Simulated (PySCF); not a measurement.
Gas-phase reaction: 3 SiF4 + c-Si3H6 = 6 SiHF2

Energies from PySCF (xtb for GFN2), thermal terms from the rigid-rotor harmonic-oscillator model, ideal gas at 1 bar. † marks an energy on the PBE0/def2-TZVP geometry and frequencies; other levels use their own. MP2 and CCSD(T) freeze the core. Open shells (unrestricted): SiHF2 (multiplicity 2); the rest are closed-shell singlets. GFN2 has no spin-polarisation term. c-Si3H6, SiHF2: computed as isolated molecules; such fragments, hydroxides, amides, oligomers or adducts are transient or little studied in the gas. MP2 isn't extrapolated to the basis-set limit; its ΔH°(298 K) is 1005.1 kJ in def2-SVP and 1021.3 kJ in def2-TZVPP. CCSD(T) isn't extrapolated to the basis-set limit; its ΔH°(298 K) is 1014.5 kJ in def2-SVP and 1042.2 kJ in def2-TZVPP. The harmonic model lacks anharmonicity and excited electronic states, which grow with temperature; levels with a mode under 35 cm⁻¹ are left out.

```json
[
 {"level": "BLYP/def2-TZVP†", "ΔE electronic, kJ": "882", "ΔH°(298 K), kJ": "865", "ΔS°(298 K), J/K": "473", "ΔG°(1400 K), kJ": "232"},
 {"level": "CCSD(T)/def2-TZVPP†", "ΔE electronic, kJ": "1059", "ΔH°(298 K), kJ": "1042", "ΔS°(298 K), J/K": "473", "ΔG°(1400 K), kJ": "409"},
 {"level": "GFN2-xTB", "ΔE electronic, kJ": "712", "ΔH°(298 K), kJ": "701", "ΔS°(298 K), J/K": "447", "ΔG°(1400 K), kJ": "101"},
 {"level": "MP2/def2-SVP†", "ΔE electronic, kJ": "1022", "ΔH°(298 K), kJ": "1005", "ΔS°(298 K), J/K": "473", "ΔG°(1400 K), kJ": "372"},
 {"level": "MP2/def2-TZVPP†", "ΔE electronic, kJ": "1038", "ΔH°(298 K), kJ": "1021", "ΔS°(298 K), J/K": "473", "ΔG°(1400 K), kJ": "389"},
 {"level": "PBE/def2-SVP", "ΔE electronic, kJ": "970", "ΔH°(298 K), kJ": "953", "ΔS°(298 K), J/K": "470", "ΔG°(1400 K), kJ": "326"},
 {"level": "PBE/def2-TZVP†", "ΔE electronic, kJ": "954", "ΔH°(298 K), kJ": "936", "ΔS°(298 K), J/K": "473", "ΔG°(1400 K), kJ": "304"},
 {"level": "PBE0/def2-QZVP†", "ΔE electronic, kJ": "989", "ΔH°(298 K), kJ": "971", "ΔS°(298 K), J/K": "473", "ΔG°(1400 K), kJ": "339"},
 {"level": "PBE0/def2-SVP†", "ΔE electronic, kJ": "1010", "ΔH°(298 K), kJ": "993", "ΔS°(298 K), J/K": "473", "ΔG°(1400 K), kJ": "360"},
 {"level": "LDA/def2-TZVP†", "ΔE electronic, kJ": "1104", "ΔH°(298 K), kJ": "1087", "ΔS°(298 K), J/K": "473", "ΔG°(1400 K), kJ": "454"},
 {"level": "ωB97M-V/def2-TZVP†", "ΔE electronic, kJ": "1057", "ΔH°(298 K), kJ": "1040", "ΔS°(298 K), J/K": "473", "ΔG°(1400 K), kJ": "407"}
]
```
ΔH° is lowest at GFN2-xTB and highest at LDA/def2-TZVP†. No reference value is set beside these.
